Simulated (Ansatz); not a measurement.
Input file:

```yaml
crystal:
  periodic: [false, false, false]
  atoms:
    - {symbol: N, position_ang: [-1.145764, -0.015822, -0.024626]}
    - {symbol: H, position_ang: [-1.443044, 0.952012, -0.024625]}
    - {symbol: H, position_ang: [-1.443043, -0.418121, 0.855634]}
    - {symbol: H, position_ang: [0.030236, -0.015821, -0.024626]}
    - {symbol: F, position_ang: [0.996236, -0.015821, -0.024626]}
basis:
  gaussian: {orbitals: STO-3G}
magnetization: {spin_polarized: false, initial_magnetization: 1}
hamiltonian: {xc: {name: PBE}}
correlation: {method: ccsdt_q, electrons: all, diis_vectors: 2}
accuracy: high
```

```sh
$ ansatz run in.yaml --threads 1 --pin off --events-out ev --progress --plain --max-ram 2393MiB
```

Output:

```
203 factors; integrals over basis functions are off by at most 3.5e-8 eV
mean field evaluation 1: about -4186.8125 eV, gradient 1.0e1 eV
mean field evaluation 2: about -4186.7897 eV, gradient 1.0e1 eV
mean field evaluation 4: about -4183.9098 eV, gradient 2.5e1 eV
mean field evaluation 8: about -4187.2780 eV, gradient 9.6e-1 eV
mean field evaluation 16: about -4187.2869 eV, gradient 3.4e-8 eV
mean field evaluation 32: about -4184.3135 eV, gradient 8.3e-1 eV
mean field evaluation 64: about -4187.1082 eV, gradient 5.8e0 eV
mean field evaluation 96: about -4184.3131 eV, gradient 8.3e-1 eV
mean field -4187.28688551 eV, -153.8799547976 hartree, gradient 3.4e-8 eV, S^2 0.750000; 10 other end points of the search recorded, 0 dependent functions left out
mean field evaluation 128: about -4171.4049 eV, gradient 9.1e-1 eV
reference -4172.00914495 eV, -153.3185081877 hartree; 10, 9 occupied and 3, 4 virtual orbitals, 203 factors
second order -2.04155214 eV of doubles, -0.42188969 eV of singles
cycle   1  -2.51722875 eV  change   -6.4e-1 eV  update   6.6e-2
...
cycle  40  -3.36764606 eV  change   -6.4e-8 eV  update   3.0e-8
cycle  41  -3.36764613 eV  change   -7.5e-8 eV  update   2.4e-8
cycle  42  -3.36764620 eV  change   -6.4e-8 eV  update   1.9e-8
cycle  43  -3.36764623 eV  change   -3.5e-8 eV  update   1.4e-8
cycle  44  -3.36764624 eV  change   -9.2e-9 eV  update   7.6e-9
cycle  45  -3.36764625 eV  change   -3.2e-9 eV  update   4.3e-9
cycle  46  -3.36764625 eV  change   -1.9e-9 eV  update   2.5e-9
cycle  47  -3.36764625 eV  change  -5.6e-10 eV  update   1.5e-9
cycle  48  -3.36764625 eV  change  -2.3e-10 eV  update   1.0e-9
cycle  49  -3.36764625 eV  change  -2.7e-10 eV  update  7.6e-10
perturbative correction -0.00205536 eV, -0.0000755331 hartree
WARN: these amplitudes may be one of several solutions (largest doubles amplitude 0.09, level shift 9.70 eV)
Total energy: -4175.37884656 eV, -153.4423424378 hartree
```

Ran on 1 thread of Arm Neoverse V2, shared host: 7.5 s wall, 0.23 GiB peak host memory.
